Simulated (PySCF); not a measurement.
PN₂, quartet: molecular constants

Method: UPBE0/[P def2-TZVP, N def2-TZVP], no relativity, density fitting, PySCF.

The structure is a minimum.

- Point group: C2v
- Bond lengths: P–N 1.623 Å (×2)
- Bond angles: N–P–N 106.1°
- Spin squared ⟨S²⟩: 3.871
- Principal quadrupole moments (Buckingham, traceless) about the centre of mass: -4.57, 1.03, 3.53 D Å
- Principal polarisabilities: 24.1, 31.9, 51.2 bohr³
- Rotational symmetry number: 2
- Rotational constants: 1.203, 0.3578, 0.2757 cm⁻¹
- Atomisation energy without zero-point energy: 661 kJ/mol
- Heat capacity Cp at 298.15 K: 45.8 J/(mol K)
- Zero-point energy: 11.4 kJ/mol
- Enthalpy at 298.15 K above 0 K: 11.37 kJ/mol
- Highest occupied level (α): -8.57 eV
- Entropy at 298.15 K and 1 bar (electronic part: spin only): 265.2 J/(mol K)
- Dipole moment: 1.60 D
- Lowest empty level (β): -4.54 eV

Harmonic modes (masses in u: P 30.974, N 14.003):
```json
{"symmetry": "a1", "ω (cm⁻¹)": "338", "IR (km/mol)": "15.3"}
{"symmetry": "b2", "ω (cm⁻¹)": "665", "IR (km/mol)": "117"}
{"symmetry": "a1", "ω (cm⁻¹)": "906", "IR (km/mol)": "0.7"}
```

In C2v the vibrations span 2a1 + b2. Here b1 is antisymmetric to the molecular plane and b2 lies in it.

Charges (e):
| atom | Mulliken | Löwdin | polar tensor | spin (Mulliken) | Mayer order to P1 |
| --- | --- | --- | --- | --- | --- |
| P1 | 0.36 | 0.33 | -0.16 | -0.19 | – |
| N2,3 | -0.18 | -0.16 | 0.08 | 1.59 | 1.60 |

Mulliken populations on P1: s 5.73, p 8.57, d 0.31, f 0.04.

Outer orbital energies (eV). α occupied: -23.91, -14.62, -11.97, -11.66, -11.54, -9.83, -9.34, -8.57; empty: -2.54, 0.87, 1.86, 5.45. β occupied: -24.02, -20.92, -13.29, -9.83, -9.74, -9.59; empty: -4.54, -4.11, -3.68, -1.25.

This need not be the most stable arrangement of these atoms.

The final relaxation and frequency run took 22 s on 4 threads of a shared Arm Neoverse N1 host, with 99 basis functions and 9 gradients; the process peaked at 0.89 GiB. Launch command: `OMP_NUM_THREADS=4 python axn.py task.json out`.
